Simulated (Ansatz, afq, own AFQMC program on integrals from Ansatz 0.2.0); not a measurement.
Integrals from Ansatz 0.2.0, then the random walk in our own AFQMC program (afq).

```yaml
crystal:
  periodic: [false, false, false]
  atoms:
    - {symbol: Si, position_ang: [0.000000, 0.000000, 0.562441]}
    - {symbol: B, position_ang: [0.000000, 0.000000, -1.359948]}
    - {symbol: H, position_ang: [0.000000, 1.218724, 1.409347]}
    - {symbol: H, position_ang: [0.000000, -1.218724, 1.409347]}
    - {symbol: H, position_ang: [0.000000, 1.037036, -1.952056]}
    - {symbol: H, position_ang: [0.000000, -1.037036, -1.952056]}
basis:
  gaussian: {orbitals: 6-31G}
magnetization: {spin_polarized: true, initial_magnetization: 1}
correlation: {method: ccsd_t, electrons: outside_noble_gas, hamiltonian_folder: ham}
```

```sh
$ ansatz run in.yaml --threads 1 --pin off --events-out ev --progress --plain --max-ram 1382MiB
```

Options of the walk:

```
--method phaseless --trial cisd --walkers 80 --populations 1 --least-time 40 --time-step 0.005 --steps-per-block 50 --equilibration-blocks 28 --max-blocks 300 --target-error 0.0004 --factor-cut 1e-05 --start spin_pure --seed 4779 --release-times 0.24,0.51,0.99,1.62,2.4 --release-step 0.03 --release-every 4 --taylor-order 6
```

Times are imaginary, in 1/Eh. The walk had a cap of 531 s.

afq prints:

```
orbitals 24  electrons 6 5  factors 172 of 394
reference energy -315.81275201 Eh
CCSD correlation -0.12824710 Eh in 10 cycles, weight of the determinant in the CISD state 0.9127
energy of the start -315.940860 Eh
 block  time / (1/Eh)  mean weight  energy / Eh
     1     0.250  0.9996  -315.939625
     2     0.500  1.0000  -315.939805
     3     0.750  0.9995  -315.940581
     4     1.000  0.9999  -315.940455
     5     1.250  0.9998  -315.941557
    10     2.500  1.0002  -315.942159
    29     7.250  1.0005  -315.946604
    49    12.250  0.9996  -315.944770
    69    17.250  0.9996  -315.947326
    89    22.250  1.0007  -315.942831
   109    27.250  1.0010  -315.942846
   129    32.250  1.0001  -315.944670
   149    37.250  0.9997  -315.943985
   161    40.250  0.9998  -315.941118
   169    42.250  1.0007  -315.943531
   173    43.250  0.9999  -315.948281
   185    46.250  1.0008  -315.944788
blocks merged  error / Eh  count
     1  0.000123  160
     2  0.000162  80
     4  0.000202  40
     8  0.000205  20
    16  0.000160  10
released: time / (1/Eh)  energy / Eh  error  mean overlap
  0.24  -315.944079  0.000225  1.0009
  0.51  -315.944327  0.000208  0.9907
  0.99  -315.944100  0.000181  0.9998
  1.62  -315.944003  0.000234  1.0111
  2.40  -315.944299  0.000221  1.0017
energy -315.944134 +/- 0.000205 Eh
(rows thinned)
```

The run passed its tests (sampling time, drift between the halves within three errors, error under three times the target), which doesn't prove that it has relaxed.

Against this walk (error 5.6 meV) on the same determinant: CCSD(T) 18.2 meV higher, CCSDT(Q) 3.0 meV lower (within the noise). The error is statistical and leaves out the bias of the constraint. Released to 2.40 1/Eh the energy moves by -5 ± 8 meV (both errors), within twice the noise.

Cautions: constraint bias not in the error.

The walk took 5.9 min on 1 thread of AMD EPYC (Zen 3), with other jobs on the host. The log's last line is the phaseless energy.

CCSDT and higher add their correlation energy to the determinant of the CCSD(T) run, since their own runs factorise the integrals more tightly (a shift of under 2 meV). A walk keeps the symmetry of its determinant, which the program's search chose and which needn't be the lowest solution, so a lower state of the same spin and another symmetry isn't excluded.
